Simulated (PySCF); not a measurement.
## How methods differ on the ionisation energy of Si

Si [Ne] 3s2 3p2 (3P) → Si+ [Ne] 3s2 3p1 (2P), as a difference of total energies. All numbers are calculated (PySCF 2.14, the spin-free X2C one-electron Hamiltonian (Gaussian nucleus), in aug-cc-pCVTZ-DK with one added diffuse shell each of s, p, d, f type (9s8p6d4f, 91 functions)). Correlated levels: nothing frozen. The calculations carry no spin-orbit coupling.

```json
{"method": "UHF", "ionisation energy (eV)": "7.627"}
{"method": "MP2 (all electrons)", "ionisation energy (eV)": "8.039"}
{"method": "SCS-MP2 (all electrons)", "ionisation energy (eV)": "7.952"}
{"method": "CCSD (all electrons)", "ionisation energy (eV)": "8.066"}
{"method": "CCSD(T) (all electrons)", "ionisation energy (eV)": "8.103"}
```

Task: How much does correlation contribute at CCSD(T) (all electrons)?

Result: 8.103 − (7.627) = 0.476 eV, measured against UHF.

Errors of the correlated levels include the incompleteness of this basis.

For comparison: 8.157 eV (measured; NIST levels, between the centres of gravity of the two terms).
